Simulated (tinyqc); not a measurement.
ROHF in the sto-3g basis, for CH3, spin multiplicity 2, step by step. One step of it, computed by the program tinyqc.

Question. Iteration 1: Roothaan effective Fock matrix. With projectors Pc = D(beta) S, Po = (D(alpha) - D(beta)) S, Pv = 1 - D(alpha) S, the block xy is Px^T F Py; with Fc = (F(alpha) + F(beta))/2, the blocks are Fc for cc, oo, vv and cv, F(beta) for co and F(alpha) for ov.

F(alpha) (hartree), order 1C 1s, 1C 2s, 1C 2px, 1C 2py, 1C 2pz, 2H 1s, 3H 1s, 4H 1s:
```
[[-9.454610, -2.653519, 0.000026, 0.000000, -0.002969, -0.669573, -0.670501, -0.670501],
 [-2.653519, -1.012421, 0.000247, 0.000000, 0.018628, -0.460361, -0.460841, -0.460841],
 [0.000026, 0.000247, 0.185251, 0.000000, -0.000030, -0.167934, 0.084139, 0.084139],
 [0.000000, 0.000000, 0.000000, 0.185260, 0.000000, 0.000000, -0.145502, 0.145502],
 [-0.002969, 0.018628, -0.000030, 0.000000, 0.300820, 0.021275, 0.021299, 0.021299],
 [-0.669573, -0.460361, -0.167934, 0.000000, 0.021275, -0.065975, -0.157850, -0.157850],
 [-0.670501, -0.460841, 0.084139, -0.145502, 0.021299, -0.157850, -0.066375, -0.158101],
 [-0.670501, -0.460841, 0.084139, 0.145502, 0.021299, -0.157850, -0.158101, -0.066375]]
```

F(beta) (hartree), order 1C 1s, 1C 2s, 1C 2px, 1C 2py, 1C 2pz, 2H 1s, 3H 1s, 4H 1s:
```
[[-9.433920, -2.623099, 0.000026, 0.000000, 0.001371, -0.661451, -0.662371, -0.662371],
 [-2.623099, -0.865406, 0.000248, 0.000000, 0.122815, -0.416484, -0.416921, -0.416921],
 [0.000026, 0.000248, 0.223545, 0.000000, -0.000025, -0.157678, 0.079004, 0.079004],
 [0.000000, 0.000000, 0.000000, 0.223554, 0.000000, 0.000000, -0.136615, 0.136615],
 [0.001371, 0.122815, -0.000025, 0.000000, 0.962317, 0.039091, 0.039123, 0.039123],
 [-0.661451, -0.416484, -0.157678, 0.000000, 0.039091, -0.047852, -0.145525, -0.145525],
 [-0.662371, -0.416921, 0.079004, -0.136615, 0.039123, -0.145525, -0.048219, -0.145762],
 [-0.662371, -0.416921, 0.079004, 0.136615, 0.039123, -0.145525, -0.145762, -0.048219]]
```

D(alpha) at the start, order 1C 1s, 1C 2s, 1C 2px, 1C 2py, 1C 2pz, 2H 1s, 3H 1s, 4H 1s:
```
[[1.079322, -0.351363, 0.000053, 0.000000, 0.009669, 0.045509, 0.045552, 0.045552],
 [-0.351363, 1.535176, -0.000388, 0.000000, -0.058346, -0.186347, -0.186567, -0.186567],
 [0.000053, -0.000388, 1.289573, 0.000000, 0.000053, -0.256028, 0.128209, 0.128209],
 [0.000000, 0.000000, 0.000000, 1.289530, 0.000000, 0.000000, -0.221802, 0.221802],
 [0.009669, -0.058346, 0.000053, 0.000000, 1.006748, 0.028219, 0.028262, 0.028262],
 [0.045509, -0.186347, -0.256028, 0.000000, 0.028219, 0.073923, -0.002349, -0.002349],
 [0.045552, -0.186567, 0.128209, -0.221802, 0.028262, -0.002349, 0.074015, -0.002285],
 [0.045552, -0.186567, 0.128209, 0.221802, 0.028262, -0.002349, -0.002285, 0.074015]]
```

D(beta) at the start, order 1C 1s, 1C 2s, 1C 2px, 1C 2py, 1C 2pz, 2H 1s, 3H 1s, 4H 1s:
```
[[1.078107, -0.346314, 0.000054, 0.000000, 0.044173, 0.045627, 0.045670, 0.045670],
 [-0.346314, 1.514196, -0.000391, 0.000000, -0.201727, -0.186834, -0.187057, -0.187057],
 [0.000054, -0.000391, 1.289573, 0.000000, 0.000038, -0.256028, 0.128209, 0.128209],
 [0.000000, 0.000000, 0.000000, 1.289530, 0.000000, 0.000000, -0.221802, 0.221802],
 [0.044173, -0.201727, 0.000038, 0.000000, 0.026879, 0.024888, 0.024913, 0.024913],
 [0.045627, -0.186834, -0.256028, 0.000000, 0.024888, 0.073912, -0.002361, -0.002361],
 [0.045670, -0.187057, 0.128209, -0.221802, 0.024913, -0.002361, 0.074004, -0.002297],
 [0.045670, -0.187057, 0.128209, 0.221802, 0.024913, -0.002361, -0.002297, 0.074004]]
```

overlap S, order 1C 1s, 1C 2s, 1C 2px, 1C 2py, 1C 2pz, 2H 1s, 3H 1s, 4H 1s:
```
[[1.000000, 0.248362, 0.000000, 0.000000, 0.000000, 0.061103, 0.061189, 0.061189],
 [0.248362, 1.000000, 0.000000, 0.000000, 0.000000, 0.486078, 0.486424, 0.486424],
 [0.000000, 0.000000, 1.000000, 0.000000, 0.000000, 0.461866, -0.231164, -0.231164],
 [0.000000, 0.000000, 0.000000, 1.000000, 0.000000, 0.000000, 0.400091, -0.400091],
 [0.000000, 0.000000, 0.000000, 0.000000, 1.000000, -0.049063, -0.049112, -0.049112],
 [0.061103, 0.486078, 0.461866, 0.000000, -0.049063, 1.000000, 0.142185, 0.142185],
 [0.061189, 0.486424, -0.231164, 0.400091, -0.049112, 0.142185, 1.000000, 0.142423],
 [0.061189, 0.486424, -0.231164, -0.400091, -0.049112, 0.142185, 0.142423, 1.000000]]
```

Give: effective F.

Answer.

effective F (hartree), order 1C 1s, 1C 2s, 1C 2px, 1C 2py, 1C 2pz, 2H 1s, 3H 1s, 4H 1s:
```
[[-9.444, -2.638, 0.000, 0.000, 0.003, -0.665, -0.666, -0.666],
 [-2.638, -0.935, 0.000, 0.000, 0.086, -0.437, -0.437, -0.437],
 [0.000, 0.000, 0.204, 0.000, 0.000, -0.163, 0.082, 0.082],
 [0.000, 0.000, 0.000, 0.204, 0.000, 0.000, -0.141, 0.141],
 [0.003, 0.086, 0.000, 0.000, 0.627, 0.038, 0.038, 0.038],
 [-0.665, -0.437, -0.163, 0.000, 0.038, -0.057, -0.151, -0.151],
 [-0.666, -0.437, 0.082, -0.141, 0.038, -0.151, -0.057, -0.152],
 [-0.666, -0.437, 0.082, 0.141, 0.038, -0.151, -0.152, -0.057]]
```
